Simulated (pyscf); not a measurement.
H₂Si=S + H₂S → H₃Si–S–SH, an addition across a multiple bond or ene-type step (singlet surface; H–S broken, S–S, H–Si formed). PySCF, gas phase, ωB97X-D3(BJ)/def2-SVP geometries. Correlated levels are frozen-core, on RHF or UHF. ΔMP2 is the change of the MP2 total energy from the triple- to the quadruple-zeta basis. Energies in kcal/mol from the separated reactants.

Small-basis levels: PySCF, no dispersion term, spherical d functions. 

Question: In single points B3LYP/6-31G* puts the saddle at 52.4 kcal/mol and the reaction energy at -13.2 kcal/mol. Should these be trusted to within a few kcal/mol? Compare with CCSD(T)/def2-TZVPP + ΔMP2(QZVPP).

Answer: CCSD(T)/def2-TZVPP + ΔMP2(QZVPP) gives ΔE‡ = 52.9 kcal/mol and ΔE = -16.1 kcal/mol. B3LYP/6-31G* lies 0.4 kcal/mol under it in the barrier and 2.8 kcal/mol over it in the reaction energy, so on this step it holds to within 3.0 kcal/mol. CCSD(T)/def2-TZVPP + ΔMP2(QZVPP) has limits of its own. The reactants may also form a dative adduct at H₂Si=S; it and routes through it were not searched. The same reactants have a lower exit, to HS–SiH₂–SH (barrier -3.4 kcal/mol at ωB97M-D3(BJ)/def2-TZVP, against +51.5 kcal/mol here). H₃Si–S–SH lies 25.0 kcal/mol over its isomer HS–SiH₂–SH (electronic energy, ωB97M-D3(BJ)/def2-TZVP). This is the saddle that the search found; another between the same sides may lie lower. The CCSD(T) − MP2 part came from Ansatz, without density fitting, on the same reference. The largest closed-shell T1 diagnostic is 0.036, which may signal static correlation.
